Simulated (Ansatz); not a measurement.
Input file:

```yaml
crystal:
  periodic: [false, false, false]
  atoms:
    - {symbol: C, position_ang: [0.000000, 0.000000, 0.063455]}
    - {symbol: H, position_ang: [0.000000, 0.982622, -0.378068]}
    - {symbol: H, position_ang: [0.000000, -0.982622, -0.378068]}
basis:
  gaussian: {orbitals: 6-31G}
magnetization: {spin_polarized: false, initial_magnetization: 2}
correlation: {method: ccsdtq, electrons: outside_noble_gas}
```

```sh
$ ansatz run in.yaml --threads 1 --pin off --events-out ev --progress --plain --max-ram 4160MiB --backend cpu
```

The program prints:

```
287 factors; integrals over basis functions are off by at most 4.7e-8 eV
mean field evaluation 1: about -1058.1438 eV, gradient 9.4e0 eV
mean field evaluation 2: about -1058.1426 eV, gradient 9.4e0 eV
mean field evaluation 4: about -1058.7150 eV, gradient 4.3e-1 eV
mean field evaluation 8: about -1058.7169 eV, gradient 3.5e-6 eV
mean field evaluation 16: about -1058.7168 eV, gradient 1.1e-1 eV
mean field -1058.71689988 eV, -38.9071284467 hartree, gradient 2.1e-6 eV, S^2 2.000000; 0 other end points of the search recorded, 0 dependent functions left out
1 core orbitals not correlated: weight in the atoms' cores, before any rotation towards them, 1.000 or more for the frozen orbitals, at most 0.000 for the correlated occupied ones
reference -1058.71689988 eV, -38.9071284467 hartree; 4, 2 occupied and 8, 10 virtual orbitals, 287 factors
second order -1.45570839 eV of doubles, -0.05577939 eV of singles
cycle   1  -1.82049370 eV  change   -3.1e-1 eV  update   3.9e-2
cycle   2  -1.97227790 eV  change   -1.5e-1 eV  update   1.7e-2
cycle   3  -1.98160943 eV  change   -9.3e-3 eV  update   5.3e-3
cycle   4  -1.98367868 eV  change   -2.1e-3 eV  update   2.0e-3
cycle   5  -1.98391836 eV  change   -2.4e-4 eV  update   6.5e-4
cycle   6  -1.98422876 eV  change   -3.1e-4 eV  update   2.1e-4
cycle   7  -1.98427827 eV  change   -5.0e-5 eV  update   5.1e-5
cycle   8  -1.98426730 eV  change    1.1e-5 eV  update   1.9e-5
cycle   9  -1.98426530 eV  change    2.0e-6 eV  update   6.2e-6
cycle  10  -1.98426600 eV  change   -7.0e-7 eV  update   1.5e-6
cycle  11  -1.98426601 eV  change   -7.8e-9 eV  update   5.5e-7
Total energy: -1060.70116589 eV, -38.9800488774 hartree
```

For the same geometry and basis full CI lies 0.1 meV higher.

Ran on 1 thread of AMD EPYC 7R13, shared host: 5.5 s wall, 0.16 GiB peak host memory.
